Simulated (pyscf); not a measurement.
`[NH2][SiH2][O][SiH2][OH]` → `[O]1[SiH2][O][SiH2]1` + `[NH3]` (concerted two-bond exchange; singlet surface; N–Si, H–O broken, O–Si, H–N formed). PySCF, gas phase, ωB97X-D3(BJ)/def2-SVP geometries. Energies in kcal/mol from the reactant's lowest minimum found.

| level | barrier | reaction energy |
|---|---|---|
| PBE/def2-TZVP | [?] | [?] |
| B3LYP-D3(BJ)/def2-TZVP | 30.5 | +23.5 |
| PBE0-D3(BJ)/def2-TZVP | 28.1 | +22.6 |
| M06-2X/def2-TZVP | 32.5 | +23.0 |
| ωB97M-D3(BJ)/def2-TZVP | 29.8 | +22.2 |
| HF/def2-TZVP | [?] | +20.2 |

**Question.** What belongs in the gaps?

**Answer.** 
- PBE/def2-TZVP, barrier: 25.0
- PBE/def2-TZVP, reaction energy: +19.6
- HF/def2-TZVP, barrier: 42.5

The functionals in the table span 7.5 kcal/mol in this barrier, from PBE to M06-2X. On the product side the descent ends in an adduct with a Si–Si, N–Si contact, 13.1 kcal/mol under the separated species and 20.7 kcal/mol under the saddle at ωB97X-D3(BJ)/def2-TZVP. What is counted as broken (N–Si) persists as a longer contact in the product adduct; parting that adduct is a step of its own. cyclic H₄O₂Si₂ (SMILES O1[SiH2]O[SiH2]1) is closed by a dative Si–Si contact. This is the saddle that the search found; another between the same sides may lie lower.
